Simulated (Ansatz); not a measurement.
Results of LDA in Ansatz (plane waves, PAW) for B20 (FeSi-type) FeSi.

Run with plane-wave cutoff 520 eV, 8×8×8 k mesh, no spin polarisation, scalar-relativistic PAW data made under PBE.

Computed at the level's own relaxed cell.

Hill averages of the elastic tensor: K = 251.0 GPa, G = 157.7 GPa. Volume 10.424 Å³/atom, mean atomic mass 41.965 u.

Task: Work out the density, the sound velocities of a polycrystal and the elastic Debye temperature at this level.

Result: ρ = 1.66054 × 41.965/10.424 = 6.685 g/cm³. v_l = √[(K + 4G/3)/ρ] = 8.307 km/s and v_t = √(G/ρ) = 4.857 km/s. The mean follows from 3/v_m³ = 1/v_l³ + 2/v_t³: v_m = 5.386 km/s. Θ_D = (ħ/k_B) v_m (6π²/V)^(1/3) = 76.38 K Å s/km × 5.386 × 1.7843 Å⁻¹ = 734 K, counting all atoms of the cell.

Ansatz is a quantum-chemistry and plane-wave program.
